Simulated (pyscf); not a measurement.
Single points on ωB97X-D3(BJ)/def2-SVP structures (PySCF, gas phase).

### Question
For ZnH₂ (SMILES [ZnH2]) + H₂S (SMILES S) → HS–ZnH (SMILES [SH][ZnH]) + H₂ (SMILES [H][H]), a four-centre exchange (singlet surface; H–Zn, H–S broken, S–Zn, H–H formed), PBE/def2-TZVP gives ΔE‡ = 9.9 kcal/mol and ΔE = -19.5 kcal/mol (zero: the separated reactants). In which direction and how far do B3LYP-D3(BJ)/def2-TZVP, M06-2X/def2-TZVP, ωB97M-D3(BJ)/def2-TZVP move these?

### Answer
B3LYP-D3(BJ): ΔE‡ = 14.6 kcal/mol, ΔE = -19.3 kcal/mol; M06-2X: ΔE‡ = 12.4 kcal/mol, ΔE = -22.8 kcal/mol; ωB97M-D3(BJ): ΔE‡ = 16.9 kcal/mol, ΔE = -18.1 kcal/mol. PBE's barrier lies under all of them, by 2.5 to 7.0 kcal/mol. Its reaction energy lies among theirs. Low barriers are usual for a GGA, whose delocalisation error favours stretched bonds. On the reactant side the descent ends in a complex, 6.9 kcal/mol under the separated species and 20.9 kcal/mol under the saddle at ωB97X-D3(BJ)/def2-TZVP. At ωB97X-D3(BJ)/def2-TZVP the barrier from the zero used here is 14.0 kcal/mol. One saddle was located; it need not be the lowest between these sides. Elements up to Kr have no core potential and no relativistic terms here.
